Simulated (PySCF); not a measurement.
Diamond-structure Ge: correlation energy from several methods in one and the same small orbital space (PySCF; 2 atoms at the zone centre, 8 electrons in 22 orbitals, empty ones MP2 natural orbitals of a TZ basis, lattice constant set to 5.658 Å). It tests the methods against each other and lies far from the crystal's limit.

Full CI gives -2.4707 eV per atom.

**Question.** What share of it do MP2, CCSD, CCSD(T), CCSDT, CCSDT(Q) recover?

**Answer.** MP2 64.6 %; CCSD 96.7 %; CCSD(T) 98.7 %; CCSDT 99.4 %; CCSDT(Q) 99.7 %.

| method | E_corr (eV per atom) | share of full CI (%) | error (meV) |
|---|---|---|---|
| MP2 | -1.5962 | 64.6 | 875 |
| CCSD | -2.3899 | 96.7 | 81 |
| CCSD(T) | -2.4378 | 98.7 | 33 |
| CCSDT | -2.4553 | 99.4 | 15 |
| CCSDT(Q) | -2.4629 | 99.7 | 8 |
| full CI | -2.4707 | 100.0 | 0 |

The Hartree–Fock determinant has a weight of 0.82 in the full CI state.

MP2, (T) and (Q) use filled levels shifted down by the Madelung term, which in so small a cell is a large part of the gap, so these rows hang on it.
